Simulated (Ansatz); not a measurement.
Consider ZrS₂ in the CdI2 type structure (space group P-3m1, No. 164; layered, stacked along the Cartesian z axis).

```yaml
crystal:
  lattice:
    - [3.63482, 0.00000, 0.00000]
    - [-1.81741, 3.14785, 0.00000]
    - [0.00000, 0.00000, 5.71966]
  atoms:
    - { symbol: Zr, position: [0.00000, 0.00000, 0.00000] }
    - { symbol: S, position: [0.33333, 0.66667, 0.25534] }
    - { symbol: S, position: [0.66667, 0.33333, 0.74466] }
```

Computed with PBE-D3(BJ) (Ansatz, a first-principles code; PAW; 420 eV plane waves; without spin-orbit coupling).

Modification: every Zr is replaced by Ti, then cell and atoms are relaxed.

Measured lattice parameter a: ZrS2 3.662 Å (temperature not stated; as listed in Torbjörn Björkman, The Journal of Chemical Physics (2014)); TiS2 3.4073 Å (temperature not stated; as listed in R.R. Chianelli, J.C. Scanlon, A.H. Thompson, Materials Research Bulletin (1975)).

Q: How well does PBE-D3(BJ) reproduce the measured shift?

A: With PBE-D3(BJ) the lattice parameter a moves by -0.274 Å (3.635 → 3.361) against -0.255 Å measured.

Whether these cells are dynamically stable was not tested. The final runs are not spin-polarised.
